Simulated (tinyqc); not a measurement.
MP2 on RHF in the sto-6g basis, frozen core, for BH2+, spin multiplicity 1, step by step. One step of it, computed by the program tinyqc.

Task: Iteration 7 (converged): orbitals. Diagonalise F' = X^T F X, C = X C', fill 3 alpha and 3 beta electrons from the bottom; D = 2 C_occ C_occ^T. Each column has its largest component positive (the first on a tie).

converged F (hartree), order 1B 1s, 1B 2s, 1B 2px, 1B 2py, 1B 2pz, 2H 1s, 3H 1s:
```
[[-8.034416, -2.235066, 0.000000, 0.000000, 0.007118, -0.448209, -0.448209],
 [-2.235066, -1.382443, 0.000000, 0.000000, -0.084953, -0.647033, -0.647033],
 [0.000000, 0.000000, -0.166161, 0.000000, 0.000000, 0.000000, 0.000000],
 [0.000000, 0.000000, 0.000000, -0.621656, 0.000000, -0.497318, 0.497318],
 [0.007118, -0.084953, 0.000000, 0.000000, -0.199377, -0.159071, -0.159071],
 [-0.448209, -0.647033, 0.000000, -0.497318, -0.159071, -0.646874, -0.096351],
 [-0.448209, -0.647033, 0.000000, 0.497318, -0.159071, -0.096351, -0.646874]]
```

X, order 1B 1s, 1B 2s, 1B 2px, 1B 2py, 1B 2pz, 2H 1s, 3H 1s:
```
[[1.030139, -0.157742, 0.000000, 0.000000, -0.007215, 0.023158, 0.023158],
 [-0.157742, 1.211374, 0.000000, 0.000000, 0.069575, -0.273737, -0.273737],
 [0.000000, 0.000000, 1.000000, 0.000000, 0.000000, 0.000000, 0.000000],
 [0.000000, 0.000000, 0.000000, 1.187679, 0.000000, -0.287171, 0.287171],
 [-0.007215, 0.069575, 0.000000, 0.000000, 1.026365, -0.104164, -0.104164],
 [0.023158, -0.273737, 0.000000, -0.287171, -0.104164, 1.196664, -0.030824],
 [0.023158, -0.273737, 0.000000, 0.287171, -0.104164, -0.030824, 1.196664]]
```

Give: F' = X^T F X; orbital energies; coefficients C; D after iteration 7.

Result:

F' = X^T F X (hartree):
```
[[-7.868, -1.101, 0.000, 0.000, 0.004, -0.045, -0.045],
 [-1.101, -0.708, 0.000, 0.000, 0.018, -0.365, -0.365],
 [0.000, 0.000, -0.166, 0.000, 0.000, 0.000, 0.000],
 [0.000, 0.000, 0.000, -0.289, 0.000, -0.401, 0.401],
 [0.004, 0.018, 0.000, 0.000, -0.158, -0.121, -0.121],
 [-0.045, -0.365, 0.000, -0.401, -0.121, -0.280, -0.049],
 [-0.045, -0.365, 0.000, 0.401, -0.121, -0.049, -0.280]]
```

orbital energies (hartree): [-8.036, -0.958, -0.828, -0.216, -0.166, 0.148, 0.308]

coefficients C, order 1B 1s, 1B 2s, 1B 2px, 1B 2py, 1B 2pz, 2H 1s, 3H 1s:
```
[[0.995, -0.228, 0.000, 0.111, 0.000, -0.180, 0.000],
 [0.018, 0.693, 0.000, -0.487, 0.000, 0.964, 0.000],
 [0.000, 0.000, 0.000, 0.000, 1.000, 0.000, 0.000],
 [0.000, 0.000, 0.581, 0.000, 0.000, 0.000, 1.112],
 [0.000, 0.083, 0.000, 0.850, 0.000, 0.591, 0.000],
 [-0.003, 0.303, 0.390, 0.228, 0.000, -0.789, -0.827],
 [-0.003, 0.303, -0.390, 0.228, 0.000, -0.789, 0.827]]
```

D after iteration 7, order 1B 1s, 1B 2s, 1B 2px, 1B 2py, 1B 2pz, 2H 1s, 3H 1s:
```
[[2.085, -0.279, 0.000, 0.000, -0.037, -0.144, -0.144],
 [-0.279, 0.960, 0.000, 0.000, 0.115, 0.420, 0.420],
 [0.000, 0.000, 0.000, 0.000, 0.000, 0.000, 0.000],
 [0.000, 0.000, 0.000, 0.676, 0.000, 0.453, -0.453],
 [-0.037, 0.115, 0.000, 0.000, 0.014, 0.050, 0.050],
 [-0.144, 0.420, 0.000, 0.453, 0.050, 0.487, -0.120],
 [-0.144, 0.420, 0.000, -0.453, 0.050, -0.120, 0.487]]
```
